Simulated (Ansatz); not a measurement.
# HPSi, singlet along the distance Si1-P2

Starting geometry (PBE0/def2-TZVP stationary point for this spin, not checked as a minimum):

```yaml
atoms:
  - { symbol: Si, position_ang: [0.0000, -0.0098, 1.0767] }
  - { symbol: P, position_ang: [0.0000, -0.0326, -0.9681] }
  - { symbol: H, position_ang: [0.0000, 1.2752, -0.2504] }
```

From there P2, H3 move together along the line of the two atoms named below, all else staying in place; atoms are numbered as listed. Energies are in kJ/mol, counted from the starting geometry at the same level. Kohn–Sham curves are unrestricted where that lies lower.

Basis cc-pVDZ; Ansatz 0.2.0. Correlated methods freeze the noble-gas cores. Prefix R: restricted or restricted open-shell reference.

Full CI isn't at hand for all of this; RCCSDTQ serves as the reference, and is uncertain by the last step of the cluster series or more.

| distance Si1-P2 (Å) | SPW92 |
| --- | --- |
| 1.839 | 81.8 |
| 2.045 | 0.0 |
| 2.262 | 26.9 |
| 2.759 | 204.7 |

**Question.** Estimate the RCCSDTQ curve in cc-pVDZ from this one, knowing how SPW92 differs from it in such a basis.

**Answer.** The computed RCCSDTQ values, in kJ/mol from the starting point, and the difference of SPW92 against them:
```csv
distance Si1-P2 (Å),RCCSDTQ,SPW92 less RCCSDTQ
1.839,95.8,-14.0
2.045,0.0,0.0
2.262,18.1,8.8
2.759,167.9,36.8
```

The difference spans 50.8 kJ/mol and is largest, 36.8 kJ/mol, at 2.759 Å.

In so small a basis the reference is far from its limit while semilocal and hybrid functionals are nearer theirs, so the functionals' errors here hold much of the reference's basis and frozen-core error, which can add to them or hide them.
